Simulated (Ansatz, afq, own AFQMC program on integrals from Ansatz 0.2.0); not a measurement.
# CH, doublet → CH, quartet

```xyz
2

C     0.0000    0.0000    0.0000
H     0.0000    0.0000    1.1225
```

E(quartet, charge +0) − E(doublet, charge +0) at this geometry, on ROHF and UHF determinants.

Basis cc-pVTZ. Noble-gas cores (and the filled d shells of Ga–Kr and In–Xe) are frozen. AFQMC by an in-house program on the Cholesky factors that Ansatz 0.2.0 writes for its CCSD(T) run. ph-AFQMC/CISD is guided by a CISD state made of CCSD amplitudes; releasing the constraint for a short imaginary time cuts its bias at the price of noise, slowly where states lie close. Error bars are statistical, one sigma. The errors of all members are added in quadrature.

Full CI on the same integrals is exact in this basis and with this determinant's frozen core.

Errors are counted within cc-pVTZ, not against nature.

Cautions: CH (doublet): a spin-contaminated unrestricted determinant lies lower (UHF 214 meV lower, ⟨S²⟩ 1.10), the released energies have errors that jump between times, so the bars are unsure, so no released level is given (meV from the phaseless value at times in 1/Eh: -1.7 ± 2.1 at 0.24, 151 ± 155 at 0.51, -3.4 ± 1.4 at 0.99, -6.4 ± 1.7 at 1.62, -4.9 ± 1.2 at 2.40), though the last usable value meets full CI within the noise; CH (quartet): another spin lies lower.

| level | vertical spin gap (eV) |
| --- | --- |
| MP2 | 0.449 |
| CCSD | 0.671 |

**Question.** From these cheaper values, estimate the vertical spin gap at the reference level in cc-pVTZ.

**Answer.** 0.704 eV (full CI in cc-pVTZ).

```json
{"level": "HF", "vertical spin gap (eV)": "-0.292", "error against FCI (eV)": "-0.996"}
{"level": "CCSD(T)", "vertical spin gap (eV)": "0.698", "error against FCI (eV)": "-0.006"}
{"level": "CCSDT", "vertical spin gap (eV)": "0.703", "error against FCI (eV)": "-0.001"}
{"level": "CCSDT(Q)", "vertical spin gap (eV)": "0.704", "error against FCI (eV)": "0.000"}
{"level": "CCSDTQ", "vertical spin gap (eV)": "0.704", "error against FCI (eV)": "0.000"}
{"level": "ph-AFQMC/CISD", "vertical spin gap (eV)": "0.701 ± 0.002", "error against FCI (eV)": "-0.003 ± 0.002"}
```

Correlation beyond CCSD(T) adds 0.006 eV. The perturbative (T) step is worth +0.028 eV.

CCSDT and higher add their correlation energy to the determinant of the CCSD(T) run, since their own runs factorise the integrals more tightly (a shift of under 2 meV). A walk keeps the symmetry of its determinant, which the program's search chose and which needn't be the lowest solution, so a lower state of the same spin and another symmetry isn't excluded.
